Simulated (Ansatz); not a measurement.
Basis-set extrapolation for C8H18, SMILES `CCC(C)CC(C)C` (PBE0-D4/def2-TZVP geometry, frozen core, Ansatz 0.2.0). Multiplicity 1, RHF reference.

|  | def2-TZVPP | def2-QZVPP |
| --- | --- | --- |
| HF | -313.546415 | -313.561256 |
| MP2 correlation | -1.423140 | -1.510149 |
| CCSD(T) correlation | -1.572580 | not run |

Energies in hartree. Use E(X) = E(∞) + A·exp(−7.88·√X) for Hartree–Fock and E(X) = E(∞) + B·X^(−2.97) for correlation, with X = 3 and 4, and add CCSD(T) minus MP2 of the smaller set to the MP2 limit.

Task: What is the CCSD(T) energy at the basis-set limit?

Result: HF limit: -313.561256 + (-0.014841) × 0.13774 = -313.56330. MP2 limit: -1.510149 + (-0.087009) × 0.74074 = -1.57460. Higher-order term: -1.572580 − (-1.423140) = -0.14944. Total: -315.28734 hartree, 4.58 eV below CCSD(T)/def2-TZVPP.
